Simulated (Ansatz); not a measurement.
# AlH3Cl− (SMILES [H][Al-]([H])([H])[Cl]): levels of theory compared

We compute a comparison of 6 runs (BHLYP/STO-3G, CAM-B3LYP/STO-3G, CCSDT/STO-3G, CCSDTQ/STO-3G, CCSD(T)/STO-3G, UCCSD(T)/STO-3G) of AlH3Cl−. 

The results are computed with Ansatz 0.2.0.

1 further run of the same task is left out (it didn't finish).

## (1) The molecule

AlH3Cl−: 5 atoms, total charge -1, spin state singlet. As SMILES, `[H][Al-]([H])([H])[Cl]`. The H4–Al1 distance was set to 3.216 Å, away from the relaxed value. At this shape a bond of the SMILES string is far longer than usual.

Bond lengths: Al1–Cl2 2.096 Å, Al1–H3 1.609 Å, Al1–H5 1.609 Å. Angles: Cl2–Al1–H3 107.0°, Cl2–Al1–H5 107.4°, H3–Al1–H5 111.7°.

## (2) The energy at BHLYP/STO-3G (run 1)

input.yaml reads:

```yaml
crystal:
  periodic: [false, false, false]
  atoms:
    - {symbol: Al, position_ang: [0.770479, -1.333531, 0.322013]}
    - {symbol: Cl, position_ang: [0.786779, -1.352311, 2.418033]}
    - {symbol: H, position_ang: [2.305029, -1.322271, -0.160767]}
    - {symbol: H, position_ang: [-0.775390, 1.334390, -0.590440]}
    - {symbol: H, position_ang: [0.004819, -2.662081, -0.163937]}
basis:
  gaussian: {orbitals: STO-3G}
total_charge: -1
hamiltonian: {xc: {name: BHLYP}}
accuracy: high
```

The run is started by

```
$ ansatz run input.yaml --threads 1 --pin off --max-ram 2610MiB --events-out events.jsonl --progress --plain --runs-dir runs
```

The program printed:

```text
Warning: RAYON_NUM_THREADS=1 ignored (pool sized by the plan → 1); use --threads N
Functional definition: BHLYP
  name "BHLYP"
  parameter a = 0.5
  exchange = (1 - a)*b88_x + a*exact_x
  correlation = lyp_c
361 factors; integrals over basis functions are off by at most 1.3e-8 eV
mean field evaluation 1: about -18943.0033 eV, gradient 2.1e1 eV
mean field evaluation 2: about -18928.2194 eV, gradient 3.0e1 eV
mean field evaluation 4: about -18946.4989 eV, gradient 4.0e0 eV
mean field evaluation 8: about -18946.6437 eV, gradient 9.8e-1 eV
mean field evaluation 16: about -18946.6342 eV, gradient 1.3e-6 eV
mean field -18946.63415976 eV, -696.2759628812 hartree, gradient 2.3e-8 eV, S^2 0.000000; 0 other end points of the search recorded, 0 dependent functions left out
reference -18946.63418140 eV, -696.2759636766 hartree; 17, 17 occupied and 4, 4 virtual orbitals, 361 factors
Total energy: -18946.63418140 eV, -696.2759636766 hartree
```

Run time: 0.69 s. Hardware: 1 thread of Intel Xeon 6975P-C (Granite Rapids), shared host; peak memory 0.11 GiB.

## (3) A single-point energy at CAM-B3LYP/STO-3G (run 2)

run.yaml reads:

```yaml
crystal:
  periodic: [false, false, false]
  atoms:
    - {symbol: Al, position_ang: [0.770479, -1.333531, 0.322013]}
    - {symbol: Cl, position_ang: [0.786779, -1.352311, 2.418033]}
    - {symbol: H, position_ang: [2.305029, -1.322271, -0.160767]}
    - {symbol: H, position_ang: [-0.775390, 1.334390, -0.590440]}
    - {symbol: H, position_ang: [0.004819, -2.662081, -0.163937]}
basis:
  gaussian: {orbitals: STO-3G}
total_charge: -1
hamiltonian: {xc: {name: CAM-B3LYP}}
accuracy: high
```

The run is started by

```
$ ansatz run run.yaml --threads 1 --pin off --max-ram 2610MiB --events-out events.jsonl --progress --plain --runs-dir runs
```

The program printed:

```text
Warning: RAYON_NUM_THREADS=1 ignored (pool sized by the plan → 1); use --threads N
Functional definition: CAM-B3LYP
  name "CAM-B3LYP"
  parameter alpha = 0.19
  parameter beta = 0.46
  parameter omega = 0.33/bohr
  parameter ac = 0.81
  exchange = (1 - alpha - beta)*b88_x + beta*b88_x_sr(omega) + alpha*exact_x + beta*exact_x_lr(omega)
  correlation = (1 - ac)*vwn5_c + ac*lyp_c
361 factors; integrals over basis functions are off by at most 1.3e-8 eV
156 factors; integrals over basis functions are off by at most 1.1e-9 eV
mean field evaluation 1: about -18941.2010 eV, gradient 2.2e1 eV
mean field evaluation 2: about -18926.5697 eV, gradient 3.1e1 eV
mean field evaluation 4: about -18945.2206 eV, gradient 4.5e0 eV
mean field evaluation 8: about -18945.2311 eV, gradient 4.4e0 eV
mean field evaluation 16: about -18945.3651 eV, gradient 9.1e-6 eV
mean field -18945.36512734 eV, -696.2293267999 hartree, gradient 2.6e-8 eV, S^2 0.000000; 0 other end points of the search recorded, 0 dependent functions left out
reference -18945.36514262 eV, -696.2293273615 hartree; 17, 17 occupied and 4, 4 virtual orbitals, 361 factors
Total energy: -18945.36514262 eV, -696.2293273615 hartree
```

Wall time 0.75 s (1 thread of Intel Xeon 6975P-C (Granite Rapids), shared host); peak memory 0.11 GiB.

Runs 3 to 4 aren't shown in full; the table further down has their settings and results.

## (4) The energy at CCSD(T)/STO-3G (run 5)

run.yaml, as its differences from that of step 3:

```diff
@@ -1 +1,4 @@
+basis:
+  gaussian:
+    orbitals: STO-3G
 crystal:
@@ -8,6 +11,8 @@
     - {symbol: H, position_ang: [0.004819, -2.662081, -0.163937]}
-basis:
-  gaussian: {orbitals: STO-3G}
 total_charge: -1
-hamiltonian: {xc: {name: CAM-B3LYP}}
+correlation:
+  method: ccsd_t
+  frozen_orbitals: {Al: 5, Cl: 5, H: 0}
 accuracy: high
+scf:
+  omitted_lower_state_checks: [cluster_reference, increment]
```

The run is started by

```
$ ansatz run run.yaml --threads 1 --pin off --max-ram 2610MiB --events-out events.jsonl --progress --plain --runs-dir runs
```

The program printed, shortened:

```text
Warning: RAYON_NUM_THREADS=1 ignored (pool sized by the plan → 1); use --threads N
Functional definition: HF
  name "HF"
[...]
361 factors; integrals over basis functions are off by at most 1.3e-8 eV
[...]
mean field -18913.28493709 eV, -695.0504015530 hartree, gradient 7.2e-8 eV, S^2 0.000000; 0 other end points of the search recorded, 0 dependent functions left out; unrestricted orbitals would lower it
10 core orbitals not correlated: weight in the atoms' cores, before any rotation towards them, 0.999 or more for the frozen orbitals, at most 0.000 for the correlated occupied ones
reference -18913.28493709 eV, -695.0504015530 hartree; 7, 7 occupied and 4, 4 virtual orbitals, 361 factors
second order -1.68365661 eV of doubles, -0.00000000 eV of singles
cycle   1  -1.75281916 eV  change   -3.6e-1 eV  update   1.5e-1
[...]
cycle  25  -2.77598360 eV  change  -5.8e-10 eV  update  1.8e-10
perturbative correction -0.15550055 eV, -0.0057145396 hartree
WARN: these amplitudes may be one of several solutions (largest doubles amplitude 0.59, level shift 2.60 eV)
Total energy: -18916.21642123 eV, -695.1581316081 hartree
Checks for a lower state left out: cluster_reference, increment
```

Run time: 0.18 s. Hardware: 1 thread of Intel Xeon 6975P-C (Granite Rapids), shared host.

## (5) The energy at UCCSD(T)/STO-3G (run 6)

in.yaml reads:

```yaml
crystal:
  periodic: [false, false, false]
  atoms:
    - {symbol: Al, position_ang: [0.770479, -1.333531, 0.322013]}
    - {symbol: Cl, position_ang: [0.786779, -1.352311, 2.418033]}
    - {symbol: H, position_ang: [2.305029, -1.322271, -0.160767]}
    - {symbol: H, position_ang: [-0.775390, 1.334390, -0.590440]}
    - {symbol: H, position_ang: [0.004819, -2.662081, -0.163937]}
basis:
  gaussian: {orbitals: STO-3G}
total_charge: -1
magnetization: {spin_polarized: true, initial_magnetization: 0}
correlation: {method: ccsd_t, frozen_orbitals: {Al: 5, Cl: 5, H: 0}}
accuracy: high
scf: {omitted_lower_state_checks: [cluster_reference, increment]}
```

The run is started by

```
$ ansatz run in.yaml --threads 1 --pin off --max-ram 2610MiB --events-out events.jsonl --progress --plain --runs-dir runs
```

The program printed:

```text
Warning: RAYON_NUM_THREADS=1 ignored (pool sized by the plan → 1); use --threads N
[... 13 lines left out ...]
10 core orbitals not correlated: weight in the atoms' cores, before any rotation towards them, 1.000 or more for the frozen orbitals, at most 0.000 for the correlated occupied ones
[... 33 lines left out ...]
WARN: these amplitudes may be one of several solutions (largest doubles amplitude 0.53, level shift 0.00 eV)
Total energy: -18916.10713159 eV, -695.1541152879 hartree
Checks for a lower state left out: cluster_reference, increment
```

It took 0.3 s on 1 thread of Intel Xeon 6975P-C (Granite Rapids), shared host.

## (6) Overview of the runs

| run | level | frozen core orbitals | energy (Eh) | wall time |
| --- | --- | --- | --- | --- |
| 1 | BHLYP/STO-3G | – | -696.275964 | 0.69 s |
| 2 | CAM-B3LYP/STO-3G | – | -696.229327 | 0.75 s |
| 3 | CCSDT/STO-3G | 10 | -695.155855 | 0.2 s |
| 4 | CCSDTQ/STO-3G | 10 | -695.155354 | 2.3 s |
| 5 | CCSD(T)/STO-3G | 10 | -695.158132 | 0.18 s |
| 6 | UCCSD(T)/STO-3G | 10 | -695.154115 | 0.3 s |

## (7) Summary of results

```
                                           quantity          value
                                run 6: total energy  -695.15412 Eh
run 6: correlation energy (10 core orbitals frozen)      -45.7 mEh
                              run 6: (T) correction      -1.60 mEh
           run 6: ⟨S²⟩ of the reference determinant          0.912
                               run 6: T1 diagnostic          0.053
```

What this shows: Totals of different functionals can't be ranked against each other. In run 5 the T1 diagnostic is large, so a single reference may not serve. In runs 3, 4, 5 the log says that unrestricted orbitals would lower the reference, so the values rest on an unstable closed-shell determinant (other closed-shell runs at this shape may share the fault). In runs 1, 2, 3, 4, 5, 6 the basis is minimal, so the values are rough. Spin contamination of the reference: run 6 ⟨S²⟩ = 0.91. Where it is this large, the reference is a mixture of spin states, and values that rest on it are in doubt. All runs together took 4.5 s, the longest 2.3 s.
